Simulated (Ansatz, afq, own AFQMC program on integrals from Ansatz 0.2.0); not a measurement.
## Where AFQMC and coupled cluster stand for WHCl2, quartet

```yaml
atoms:
  - { symbol: W, position_ang: [0.0000, -0.2524, -0.0228] }
  - { symbol: Cl, position_ang: [0.0000, 0.6431, -1.8890] }
  - { symbol: Cl, position_ang: [0.0000, 0.7219, 2.0077] }
  - { symbol: H, position_ang: [0.0000, -1.9684, -0.0228] }
```

Connectivity, by distances: Cl–WH–Cl.

Basis def2-SVP with its core potentials. Noble-gas cores (and the filled d shells of Ga–Kr and In–Xe) are frozen. AFQMC by an in-house program on the Cholesky factors that Ansatz 0.2.0 writes for its CCSD(T) run. The CISD trial takes its coefficients from CCSD amplitudes. Released means that phaseless walkers are propagated on without the constraint, phases kept. Uncertainties: one standard error, sampling alone. No spin–orbit coupling. The metal's outer-core s and p shells are frozen, which shifts wave-function levels against functionals.

Determinant: UHF, the one that the program's search chose, which needn't be the lowest solution. The geometry is a point of a scan.

No full CI on the walks' own integrals is used here; CCSDT(Q) serves as the reference and is uncertain by about the last step of the cluster series.

Cautions: no spin-orbit coupling; outer-core shells of the metal frozen; lower spins were not checked; higher spins were not checked; the released energies are still falling, so no released level is given (meV from the phaseless value at times in 1/Eh: -10 ± 6 at 0.24, -11 ± 6 at 0.48, -17 ± 7 at 0.80, -25 ± 8 at 1.20), though the last usable value meets CCSDT(Q) within the noise.

```
T1 diagnostic                               : 0.0220
weight of the determinant in the CISD state : 0.827
⟨S²⟩ of the determinant                     : 3.785
size of the correlated space                : 21 electrons in 59 orbitals
```

Reference: CCSDT(Q), correlation energy -11.820 eV.

| level | E − E(reference) (kcal/mol) | share of correlation (%) |
| --- | --- | --- |
| HF | 272.59 | 0.00 |
| MP2 | 29.36 | 89.23 |
| CCSD | 9.02 | 96.69 |
| CCSD(T) | 1.25 | 99.54 |
| CCSDT | 0.55 | 99.80 |
| ph-AFQMC/CISD | 0.25 ± 0.12 | 99.91 |

A walk keeps the symmetry of its determinant, which the program's search chose and which needn't be the lowest solution, so a lower state of the same spin and another symmetry isn't excluded.
